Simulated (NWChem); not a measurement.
System: C2H3F; SMILES C=CF

NWChem printed, in part:

```
             Northwest Computational Chemistry Package (NWChem) 7.3.0
             --------------------------------------------------------

 CS  symmetry detected

                             Geometry "geometry" -> ""
                             -------------------------

 Output coordinates in angstroms (scale by  1.889725989 to convert to a.u.)

  No.       Tag          Charge          X              Y              Z
 ---- ---------------- ---------- -------------- -------------- --------------
    1 C                    6.0000    -0.22780870     1.17436602     0.00000000
    2 C                    6.0000     0.42600919     0.02090406     0.00000000
    3 F                    9.0000    -0.19083991    -1.15606061     0.00000000
    4 H                    1.0000    -1.31938911     1.20397709     0.00000000
    5 H                    1.0000     0.33145215     2.11021585     0.00000000
    6 H                    1.0000     1.51629317    -0.08126793     0.00000000

 Effective nuclear repulsion energy (a.u.)      67.6384134860

      Symmetry information
      --------------------

 Group name             Cs
 Group number              2
 Group order               2
 No. of unique centers     6

                                 NWChem DFT Module
                                 -----------------

 Summary of "ao basis" -> "ao basis" (spherical)
 ------------------------------------------------------------------------------
       Tag                 Description            Shells   Functions and Types
 ---------------- ------------------------------  ------  ---------------------
 C                           3-21g                   5        9   3s2p
 F                           3-21g                   5        9   3s2p
 H                           3-21g                   2        2   2s

      Symmetry analysis of basis
      --------------------------

        a'         27
        a"          6

            General Information
            -------------------
          SCF calculation type: DFT
          Wavefunction type:  closed shell.
          No. of atoms     :     6
          No. of electrons :    24
           Alpha electrons :    12
            Beta electrons :    12
          Charge           :     0
          Spin multiplicity:     1
          Use of symmetry is: on ; symmetry adaption is: on
          Maximum number of iterations: 150
          AO basis - number of functions:    33
                     number of shells:    21
          Convergence on energy requested:  1.00D-06
          Convergence on density requested:  1.00D-05
          Convergence on gradient requested:  5.00D-04

              XC Information
              --------------
                         PBE0 Method XC Functional
                     Hartree-Fock (Exact) Exchange  0.250
          PerdewBurkeErnzerhof Exchange Functional  0.750
            Perdew 1991 LDA Correlation Functional  1.000 local
           PerdewBurkeErnz. Correlation Functional  1.000 non-local

             Grid Information
             ----------------
          Grid used for XC integration:  medium
          Radial quadrature: Mura-Knowles
          Angular quadrature: Lebedev.
          Tag              B.-S. Rad. Rad. Pts. Rad. Cut. Ang. Pts.
          ---              ---------- --------- --------- ---------
          C                   0.70       49           7.0       434
          F                   0.50       49           8.0       434
          H                   0.35       45           8.0       434
          Grid pruning is: on
          Number of quadrature shells:   282
          Spatial weights used:  Erf1

      Superposition of Atomic Density Guess
      -------------------------------------

 Sum of atomic energies:        -175.27347764

      Non-variational initial energy
      ------------------------------

 Total energy =    -176.542462
 1-e energy   =    -374.498510
 2-e energy   =     130.317635
 HOMO         =      -0.279834
 LUMO         =       0.077994

      Symmetry analysis of molecular orbitals - initial
      -------------------------------------------------

  Numbering of irreducible representations:

     1 a'          2 a"

  Orbital symmetries:

     1 a'          2 a'          3 a'          4 a'          5 a'
     6 a'          7 a'          8 a"          9 a'         10 a'
    11 a'         12 a"         13 a"         14 a'         15 a'
    16 a'         17 a'         18 a'         19 a'         20 a"
    21 a'         22 a"

     ---------------------------------------------
      Total Density - Mulliken Population Analysis
     ---------------------------------------------

    Atom       Charge   Shell Charges
 -----------   ------   -------------------------------------------------------
    1 C    6     6.77   1.99  0.44  1.64  1.03  1.67
    2 C    6     5.51   1.99  0.43  1.27  0.83  1.00
    3 F    9     9.44   1.99  0.45  2.54  1.52  2.95
    4 H    1     0.74   0.41  0.33
    5 H    1     0.73   0.41  0.33
    6 H    1     0.80   0.43  0.37

   convergence    iter        energy       DeltaE   RMS-Dens  Diis-err
 ---------------- ----- ----------------- --------- --------- ---------
 d= 0,ls=0.0,diis     1   -176.6054820025 -2.44D+02  2.61D-02  4.69D-01
 d= 0,ls=0.0,diis     2   -176.6004876929  4.99D-03  1.43D-02  5.68D-01
 d= 0,ls=0.0,diis     3   -176.6576041352 -5.71D-02  3.44D-03  1.83D-02
 d= 0,ls=0.0,diis     4   -176.6592517077 -1.65D-03  1.55D-03  4.30D-03
 d= 0,ls=0.0,diis     5   -176.6597702183 -5.19D-04  2.35D-04  1.20D-04
  Resetting Diis
 d= 0,ls=0.0,diis     6   -176.6597794757 -9.26D-06  6.98D-05  6.44D-06
 d= 0,ls=0.0,diis     7   -176.6597802497 -7.74D-07  1.87D-05  9.47D-08
 d= 0,ls=0.0,diis     8   -176.6597802444  5.32D-09  8.99D-06  1.90D-07

[...]
```

Level: PBE0/3-21G. All runs use the structure optimised with PBE0/def2-SVP.

Task: Write an input that gives this output.

Result: Several could match; the one computed here: the input that was run:
```
start job
memory heap 200 mb stack 900 mb global 1100 mb
geometry units angstroms noautoz
  C     -0.236674     1.168760     0.000000
  C      0.424893     0.019725     0.000000
  F     -0.184020    -1.161365     0.000000
  H     -1.328429     1.191023     0.000000
  H      0.316275     2.108353     0.000000
  H      1.515840    -0.075106     0.000000
end
basis spherical
  C library 3-21g
  F library 3-21g
  H library 3-21g
end
dft
  xc pbe0
  iterations 150
  mulliken
end
task dft energy
```
